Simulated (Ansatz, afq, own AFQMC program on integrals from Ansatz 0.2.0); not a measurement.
**Where AFQMC and coupled cluster stand for N₂, singlet**

```xyz
2

N     0.0000    0.0000    0.0000
N     0.0000    0.0000    1.0895
```

Basis 6-31G. Only valence electrons are correlated. AFQMC by an in-house program on the Cholesky factors that Ansatz 0.2.0 writes for its CCSD(T) run. ph-AFQMC/CISD is guided by a CISD state made of CCSD amplitudes; releasing the constraint for a short imaginary time cuts its bias at the price of noise, slowly where states lie close. Free projection: walkers drawn from exp(T), propagated without any constraint. Its projection time is finite, and what remains of the start isn't in its error. ± is one standard error of the sampling.

Determinant: RHF, the one that the program's search chose, which needn't be the lowest solution. The geometry is a point of a scan.

Full CI on the same integrals is exact in this basis and with this determinant's frozen core.

```
T1 diagnostic                               : 0.0116
weight of the determinant in the CISD state : 0.910
size of the correlated space                : 10 electrons in 16 orbitals
```

Reference: full CI, correlation energy -6.343 eV. The released energy is read at 2.40 1/Eh (meV from the phaseless value at times in 1/Eh: -5 ± 4 at 0.24, -5 ± 3 at 0.51, -8 ± 3 at 0.99, -5 ± 3 at 1.62, -8.0 ± 2.3 at 2.40).

```csv
level,E − E(reference) (kcal/mol),share of correlation (%)
HF,146.26,0.00
MP2,-0.47,100.32
CCSD,5.73,96.08
CCSD(T),1.12,99.24
CCSDT,1.14,99.22
CCSDT(Q),-0.04,100.03
CCSDTQ,0.12,99.92
ph-AFQMC/HF,-0.20 ± 0.57,100.14
ph-AFQMC/CISD,0.14 ± 0.11,99.90
released AFQMC,-0.04 ± 0.05,100.03
free AFQMC,0.02 ± 0.08,99.99
```

CCSDT and higher add their correlation energy to the determinant of the CCSD(T) run, since their own runs factorise the integrals more tightly (a shift of under 2 meV). Free projections are given only where their last times agree within the noise and don't stop above the reference; a slow remainder of the start can still hide under it. A walk keeps the symmetry of its determinant, which the program's search chose and which needn't be the lowest solution, so a lower state of the same spin and another symmetry isn't excluded. Released energies are given only where the last usable release times agree within the noise; a slower fall can still hide under it.
